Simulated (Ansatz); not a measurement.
Input file for Ansatz (a quantum-chemistry and plane-wave program): U-wB97X-V/def2-TZVPP on C2H5 (SMILES [CH2]C), 2S+1 = 2.

Ansatz 0.2 input:
```yaml
crystal:
  periodic: [false, false, false]
  atoms:
    - {symbol: C, position_ang: [0.78583320, -0.09516457, -0.01457858]}
    - {symbol: C, position_ang: [-0.68593584, 0.08710675, -0.00469706]}
    - {symbol: H, position_ang: [1.44858548, 0.71648024, 0.25183307]}
    - {symbol: H, position_ang: [1.22427217, -1.07227557, -0.16293090]}
    - {symbol: H, position_ang: [-1.11396754, -0.09080168, 0.99405882]}
    - {symbol: H, position_ang: [-0.97177114, 1.10364734, -0.28512971]}
    - {symbol: H, position_ang: [-1.18650312, -0.60870343, -0.68217742]}
basis:
  gaussian:
    orbitals: def2-TZVPP
hamiltonian:
  xc: {name: wB97X-V}
magnetization: {spin_polarized: true, initial_magnetization: 1}
accuracy: high
relax: {f_tol: 0.0005, max_steps: 60}
output: {forces: true}
```

Task: Predict the final total energy.

Result: -79.1582 hartree.

Task: How many basis functions does it have, and what does it roughly cost on one machine?

Result: 132 functions; roughly 3 core-minutes.
